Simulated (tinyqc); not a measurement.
CIS and TDHF on RHF in the sto-3g basis, for H2O, spin multiplicity 1, step by step. One step of it, computed by the program tinyqc.

Task: CIS matrix, triplets. A(ia,jb) = (e_a - e_i) d_ij d_ab - (ij|ab).

orbital energies (hartree): MO1 -20.250215, MO2 -1.249084, MO3 -0.591029, MO4 -0.450762, MO5 -0.390301, MO6 0.551330, MO7 0.696838

Two-electron integrals over orbitals (pq|rs), unique and non-zero (hartree):
```
(11|11) 4.745277    (21|11) -0.419755   (21|21) 0.058930    (22|11) 1.008009
(22|21) -0.013566   (22|22) 0.726576    (31|11) 0.025437    (31|21) -0.002994
(31|22) 0.002771    (31|31) 0.011141    (32|11) -0.011765   (32|21) 0.001521
(32|22) 0.010617    (32|31) 0.017413    (32|32) 0.139688    (33|11) 0.791018
(33|21) -0.004646   (33|22) 0.636323    (33|31) -0.000919   (33|32) -0.004669
(33|33) 0.621747    (41|11) 0.179138    (41|21) -0.022448   (41|22) 0.014902
(41|31) 0.001966    (41|32) 0.000198    (41|33) 0.006144    (41|41) 0.026570
(42|11) -0.136157   (42|21) 0.008868    (42|22) -0.005099   (42|31) 0.000015
(42|32) 0.002228    (42|33) 0.005096    (42|41) 0.018503    (42|42) 0.125775
(43|11) 0.027211    (43|21) -0.001065   (43|22) 0.010082    (43|31) -0.003228
(43|32) 0.021804    (43|33) 0.005717    (43|41) -0.001472   (43|42) -0.012271
(43|43) 0.051141    (44|11) 0.975732    (44|21) -0.012728   (44|22) 0.669385
(44|31) -0.000036   (44|32) -0.011024   (44|33) 0.588974    (44|41) -0.010338
(44|42) -0.100547   (44|43) 0.013517    (44|44) 0.753015    (51|51) 0.026017
(52|51) 0.032647    (52|52) 0.145924    (53|51) -0.001915   (53|52) -0.006538
(53|53) 0.028532    (54|51) -0.013054   (54|52) -0.046328   (54|53) 0.003827
(54|54) 0.053459    (55|11) 1.115344    (55|21) -0.011810   (55|22) 0.748864
(55|31) 0.000708    (55|32) -0.005830   (55|33) 0.622002    (55|41) 0.005010
(55|42) -0.073173   (55|43) 0.015385    (55|44) 0.715165    (55|55) 0.880159
(61|11) 0.211351    (61|21) -0.031793   (61|22) 0.001302    (61|31) 0.005212
(61|32) 0.005042    (61|33) -0.000825   (61|41) -0.000949   (61|42) -0.019992
(61|43) 0.000608    (61|44) 0.017384    (61|55) 0.005596    (61|61) 0.028256
(62|11) -0.276733   (62|21) 0.006075    (62|22) -0.130956   (62|31) 0.002875
(62|32) 0.016576    (62|33) -0.071325   (62|41) -0.017999   (62|42) -0.025302
(62|43) -0.009626   (62|44) -0.072379   (62|55) -0.143976   (62|61) 0.009197
(62|62) 0.094943    (63|11) 0.106066    (63|21) -0.002203   (63|22) 0.048219
(63|31) -0.003094   (63|32) 0.033083    (63|33) 0.029683    (63|41) 0.000586
(63|42) -0.020856   (63|43) 0.032827    (63|44) 0.037892    (63|55) 0.058483
(63|61) 0.000278    (63|62) -0.028199   (63|63) 0.077525    (64|11) -0.235030
(64|21) 0.002689    (64|22) -0.105929   (64|31) -0.002656   (64|32) -0.020728
(64|33) -0.044880   (64|41) -0.001387   (64|42) 0.040108    (64|43) -0.012141
(64|44) -0.123938   (64|55) -0.127113   (64|61) -0.002116   (64|62) 0.054432
(64|63) -0.041513   (64|64) 0.084008    (65|51) -0.013998   (65|52) -0.053189
(65|53) 0.008918    (65|54) -0.001399   (65|65) 0.035836    (66|11) 0.799464
(66|21) -0.007348   (66|22) 0.603830    (66|31) -0.003281   (66|32) -0.047954
(66|33) 0.567691    (66|41) 0.018777    (66|42) 0.050661    (66|43) -0.029301
(66|44) 0.555742    (66|55) 0.587204    (66|61) -0.009145   (66|62) -0.089274
(66|63) -0.018147   (66|64) -0.033632   (66|66) 0.621928    (71|11) 0.075826
(71|21) -0.011885   (71|22) -0.001022   (71|31) -0.013925   (71|32) -0.021946
(71|33) 0.001949    (71|41) 0.001122    (71|42) -0.004932   (71|43) 0.004865
(71|44) 0.005159    (71|55) 0.001937    (71|61) 0.003375    (71|62) -0.003203
(71|63) 0.004167    (71|64) 0.002850    (71|66) 0.003987    (71|71) 0.021954
(72|11) -0.105624   (72|21) 0.002021    (72|22) -0.049282   (72|31) -0.013904
(72|32) -0.040899   (72|33) -0.018486   (72|41) -0.004679   (72|42) 0.000808
(72|43) 0.031236    (72|44) -0.034124   (72|55) -0.053643   (72|61) -0.003325
(72|62) 0.012907    (72|63) 0.024153    (72|64) 0.023366    (72|66) -0.033842
(72|71) 0.017291    (72|72) 0.068910    (73|11) -0.346998   (73|21) 0.006967
(73|22) -0.136189   (73|31) -0.000118   (73|32) 0.022657    (73|33) -0.086136
(73|41) 0.000764    (73|42) 0.074015    (73|43) -0.002299   (73|44) -0.147415
(73|55) -0.183677   (73|61) -0.006041   (73|62) 0.064308    (73|63) -0.022344
(73|64) 0.075831    (73|66) -0.052504   (73|71) -0.002170   (73|72) 0.033617
(73|73) 0.147870    (74|11) -0.042469   (74|21) 0.000563    (74|22) -0.013277
(74|31) 0.008825    (74|32) 0.072569    (74|33) -0.012174   (74|41) -0.001273
(74|42) 0.001262    (74|43) 0.000633    (74|44) -0.024932   (74|55) -0.021705
(74|61) 0.003853    (74|62) 0.019334    (74|63) 0.036912    (74|64) -0.006485
(74|66) -0.040366   (74|71) -0.011446   (74|72) -0.010691   (74|73) 0.030195
(74|74) 0.065628    (75|51) -0.004986   (75|52) -0.019194   (75|53) -0.021907
(75|54) 0.002073    (75|65) 0.003951    (75|75) 0.025871    (76|11) -0.009506
(76|21) 0.000609    (76|22) 0.006475    (76|31) 0.007269    (76|32) 0.078345
(76|33) -0.009350   (76|41) 0.004457    (76|42) 0.016957    (76|43) 0.042556
(76|44) -0.018035   (76|55) -0.005543   (76|61) -0.000974   (76|62) -0.008498
(76|63) 0.046616    (76|64) -0.019364   (76|66) -0.043515   (76|71) -0.009871
(76|72) 0.006215    (76|73) 0.030247    (76|74) 0.043882    (76|76) 0.084550
(77|11) 0.856072    (77|21) -0.008908   (77|22) 0.623979    (77|31) 0.006074
(77|32) 0.055785    (77|33) 0.598952    (77|41) 0.005381    (77|42) -0.010973
(77|43) 0.032170    (77|44) 0.590471    (77|55) 0.618439    (77|61) 0.005212
(77|62) -0.064235   (77|63) 0.061510    (77|64) -0.058077   (77|66) 0.532442
(77|71) -0.005622   (77|72) -0.020377   (77|73) -0.072329   (77|74) 0.025448
(77|76) 0.043148    (77|77) 0.642015
```

Give: CIS matrix A, triplet.

Result:

CIS matrix A, triplet (hartree), lower triangle:
```
         1>6      1>7      2>6      2>7      3>6      3>7     4>6     4>7
1>6  20.0021
1>7   0.0095  20.0910
2>6   0.0073  -0.0006   1.1966
2>7  -0.0006   0.0089  -0.0065   1.3219
3>6   0.0033  -0.0073   0.0480  -0.0783   0.5747
3>7  -0.0073  -0.0061  -0.0783  -0.0558   0.0093   0.6889
4>6  -0.0188  -0.0045  -0.0507  -0.0170   0.0293  -0.0426  0.4464
4>7  -0.0045  -0.0054  -0.0170   0.0110  -0.0426  -0.0322  0.0180  0.5571
5>6   0.0000   0.0000   0.0000   0.0000   0.0000   0.0000  0.0000  0.0000
5>7   0.0000   0.0000   0.0000   0.0000   0.0000   0.0000  0.0000  0.0000

        5>6     5>7
5>6  0.3544
5>7  0.0055  0.4687
```
